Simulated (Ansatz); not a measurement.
# One shape, several levels: [PO3]− (metaphosphate (po31-) (8ci,9ci))

We compute a comparison of 6 runs (UHF/STO-3G, BLYP/STO-3G, CAM-B3LYP/STO-3G, HSE06/STO-3G, MP2/STO-3G, UCCSD(T)/STO-3G) of [PO3]− (metaphosphate (po31-) (8ci,9ci)). 

The calculation is run with Ansatz 0.2.0.

10 further runs of the same task are left out: 9 that didn't finish, 1 set aside as unsound or not needed.

## 1. Starting point

The species is [PO3]− (4 atoms), meant as a singlet with charge -1. As SMILES, `O=P(=O)[O-]`. The P2–O1 distance was set to 1.852 Å, away from the relaxed value.

Bond lengths: O1–P2 1.852 Å, P2–O3 1.482 Å, P2–O4 1.482 Å. Angles: O1–P2–O3 120.0°, O1–P2–O4 120.0°, O3–P2–O4 120.0°.

## 2. A single-point energy at UHF/STO-3G (run 1)

The input, run.yaml:

```yaml
crystal:
  periodic: [false, false, false]
  atoms:
    - {symbol: O, position_ang: [0.724858, -0.524408, -1.621696]}
    - {symbol: P, position_ang: [0.000330, 0.000460, -0.000130]}
    - {symbol: O, position_ang: [-1.057020, 1.037780, 0.038020]}
    - {symbol: O, position_ang: [0.476740, -0.618790, 1.259510]}
basis:
  gaussian:
    orbitals: STO-3G
total_charge: -1
magnetization:
  spin_polarized: true
  initial_magnetization: 0
hamiltonian:
  xc: hf
accuracy: high
```

Started as:

```bash
$ ansatz run run.yaml --threads 1 --pin off --max-ram 2610MiB --events-out events.jsonl --progress --plain --runs-dir runs
```

Log:

```text
Warning: RAYON_NUM_THREADS=1 ignored (pool sized by the plan → 1); use --threads N
Functional definition: HF
  name "HF"
  exchange = exact_x
  correlation = 0
458 factors; integrals over basis functions are off by at most 2.6e-8 eV
mean field evaluation 1: about -15176.8437 eV, gradient 3.2e1 eV
mean field evaluation 2: about -15176.9225 eV, gradient 3.2e1 eV
mean field evaluation 4: about -15185.5300 eV, gradient 5.9e0 eV
mean field evaluation 8: about -15186.0399 eV, gradient 2.0e-1 eV
mean field evaluation 16: about -15186.3930 eV, gradient 2.2e-4 eV
mean field evaluation 32: about -15179.4424 eV, gradient 1.4e1 eV
mean field evaluation 64: about -15184.7310 eV, gradient 5.4e0 eV
mean field evaluation 96: about -15185.9665 eV, gradient 2.0e0 eV
mean field evaluation 128: about -15179.7587 eV, gradient 2.2e1 eV
mean field evaluation 160: about -15177.1886 eV, gradient 2.4e1 eV
mean field evaluation 192: about -15186.0156 eV, gradient 8.0e-1 eV
mean field evaluation 224: about -15184.8901 eV, gradient 8.6e-1 eV
mean field -15186.39298819 eV, -558.0896486092 hartree, gradient 2.1e-8 eV, S^2 0.604702; 7 other end points of the search recorded, 0 dependent functions left out
reference -15186.39298819 eV, -558.0896486092 hartree; 20, 20 occupied and 4, 4 virtual orbitals, 458 factors
Total energy: -15186.39298819 eV, -558.0896486092 hartree
```

Run time: 1.8 s. Hardware: 1 thread of Arm Neoverse V1, shared host.

## 3. The energy at BLYP/STO-3G (run 2)

The input, job.yaml:

```yaml
basis:
  gaussian:
    orbitals: STO-3G
crystal:
  periodic: [false, false, false]
  atoms:
    - {symbol: O, position_ang: [0.724858, -0.524408, -1.621696]}
    - {symbol: P, position_ang: [0.000330, 0.000460, -0.000130]}
    - {symbol: O, position_ang: [-1.057020, 1.037780, 0.038020]}
    - {symbol: O, position_ang: [0.476740, -0.618790, 1.259510]}
total_charge: -1
hamiltonian:
  xc: {name: BLYP}
accuracy: high
```

Started as:

```bash
$ ansatz run job.yaml --threads 1 --pin off --max-ram 2610MiB --events-out events.jsonl --progress --plain --runs-dir runs
```

Log:

```text
Warning: RAYON_NUM_THREADS=1 ignored (pool sized by the plan → 1); use --threads N
Functional definition: BLYP
  name "BLYP"
  parameter beta = 0.0042
  parameter a = 0.04918
  parameter b = 0.132
  parameter c = 0.2533
  parameter d = 0.349
  exchange = b88_x(beta = beta)
  correlation = lyp_c(a = a, b = b, c = c, d = d)
458 factors; integrals over basis functions are off by at most 2.6e-8 eV
mean field evaluation 1: about -15218.9043 eV, gradient 5.0e1 eV
mean field evaluation 2: about -15127.1082 eV, gradient 1.6e2 eV
mean field evaluation 4: about -15211.6721 eV, gradient 7.4e1 eV
mean field evaluation 8: about -15228.6720 eV, gradient 2.2e-1 eV
mean field -15228.67239504 eV, -559.6433881529 hartree, gradient 5.9e-9 eV, S^2 0.000000; 0 other end points of the search recorded, 0 dependent functions left out
reference -15228.67242228 eV, -559.6433891538 hartree; 20, 20 occupied and 4, 4 virtual orbitals, 458 factors
Total energy: -15228.67242228 eV, -559.6433891538 hartree
```

Wall time 1.4 s (1 thread of Arm Neoverse V1, shared host); peak memory 0.097 GiB.

## 4. The energy at CAM-B3LYP/STO-3G (run 3)

Changes to run.yaml since step 2:

```diff
@@ -10,8 +10,5 @@
     orbitals: STO-3G
+accuracy: high
+hamiltonian:
+  xc: {name: CAM-B3LYP}
 total_charge: -1
-magnetization:
-  spin_polarized: true
-  initial_magnetization: 0
-hamiltonian:
-  xc: hf
-accuracy: high
```

Started as:

```bash
$ ansatz run run.yaml --threads 1 --pin off --max-ram 2610MiB --events-out events.jsonl --progress --plain --runs-dir runs
```

Log:

```text
Warning: RAYON_NUM_THREADS=1 ignored (pool sized by the plan → 1); use --threads N
Functional definition: CAM-B3LYP
  name "CAM-B3LYP"
  parameter alpha = 0.19
  parameter beta = 0.46
  parameter omega = 0.33/bohr
  parameter ac = 0.81
  exchange = (1 - alpha - beta)*b88_x + beta*b88_x_sr(omega) + alpha*exact_x + beta*exact_x_lr(omega)
  correlation = (1 - ac)*vwn5_c + ac*lyp_c
458 factors; integrals over basis functions are off by at most 2.6e-8 eV
174 factors; integrals over basis functions are off by at most 5.7e-10 eV
mean field evaluation 1: about -15217.6032 eV, gradient 4.9e1 eV
mean field evaluation 2: about -15192.1650 eV, gradient 1.0e2 eV
mean field evaluation 4: about -15227.1004 eV, gradient 3.6e0 eV
mean field evaluation 8: about -15227.1856 eV, gradient 1.7e-2 eV
mean field evaluation 16: about -15227.1932 eV, gradient 1.3e-5 eV
mean field -15227.19320484 eV, -559.5890289157 hartree, gradient 4.0e-8 eV, S^2 0.000000; 0 other end points of the search recorded, 0 dependent functions left out
reference -15227.19321449 eV, -559.5890292701 hartree; 20, 20 occupied and 4, 4 virtual orbitals, 458 factors
Total energy: -15227.19321449 eV, -559.5890292701 hartree
```

Run time: 1.5 s. Hardware: 1 thread of Arm Neoverse V1, shared host; peak memory 0.098 GiB.

Runs 4 to 5 aren't shown in full; the table further down has their settings and results.

## 5. The energy at UCCSD(T)/STO-3G (run 6)

Changes to run.yaml since step 4:

```diff
@@ -10,5 +10,11 @@
     orbitals: STO-3G
+total_charge: -1
+magnetization:
+  spin_polarized: true
+  initial_magnetization: 0
+correlation:
+  method: ccsd_t
+  frozen_orbitals: {O: 1, P: 5}
 accuracy: high
-hamiltonian:
-  xc: {name: CAM-B3LYP}
-total_charge: -1
+scf:
+  omitted_lower_state_checks: [cluster_reference, increment]
```

Started as:

```bash
$ ansatz run run.yaml --threads 1 --pin off --max-ram 2610MiB --events-out events.jsonl --progress --plain --runs-dir runs
```

Log:

```text
Warning: RAYON_NUM_THREADS=1 ignored (pool sized by the plan → 1); use --threads N
[... 15 lines left out ...]
8 core orbitals not correlated: weight in the atoms' cores, before any rotation towards them, 1.000 or more for the frozen orbitals, at most 0.000 for the correlated occupied ones
[... 36 lines left out ...]
Total energy: -15191.93041176 eV, -558.2931451719 hartree
Checks for a lower state left out: cluster_reference, increment
```

Wall time 1.9 s (1 thread of Arm Neoverse V1, shared host).

## 6. All runs side by side

```csv
run,level,frozen core orbitals,energy (Eh),wall time
1,UHF/STO-3G,–,-558.089649,1.8 s
2,BLYP/STO-3G,–,-559.643389,1.4 s
3,CAM-B3LYP/STO-3G,–,-559.589029,1.5 s
4,HSE06/STO-3G,–,-559.378077,1.6 s
5,MP2/STO-3G,8,-558.258486,0.24 s
6,UCCSD(T)/STO-3G,8,-558.293145,1.9 s
```

## 7. Summary of results

| quantity | value |
| --- | --- |
| run 6: total energy | -558.29315 Eh |
| run 6: correlation energy (8 core orbitals frozen) | -203.5 mEh |
| run 6: (T) correction | -15.58 mEh |
| run 6: ⟨S²⟩ of the reference determinant | 0.605 |
| run 6: T1 diagnostic | 0.075 |

**Reading.** Below the UHF energy at the same shape and in the same basis (STO-3G): MP2 -168.8 mEh; UCCSD(T) -203.5 mEh. Some of these start from another determinant than that one, so these aren't their correlation energies. Totals of different functionals can't be ranked against each other. In run 5 the log says that unrestricted orbitals would lower the reference, so the values rest on an unstable closed-shell determinant (other closed-shell runs at this shape may share the fault). In runs 1, 2, 3, 4, 5, 6 the basis is minimal, so the values are rough. Spin contamination of the reference: run 1 ⟨S²⟩ = 0.60, run 6 ⟨S²⟩ = 0.60. Where it is this large, the reference is a mixture of spin states, and values that rest on it are in doubt. All runs together took 8.4 s, the longest 1.9 s.
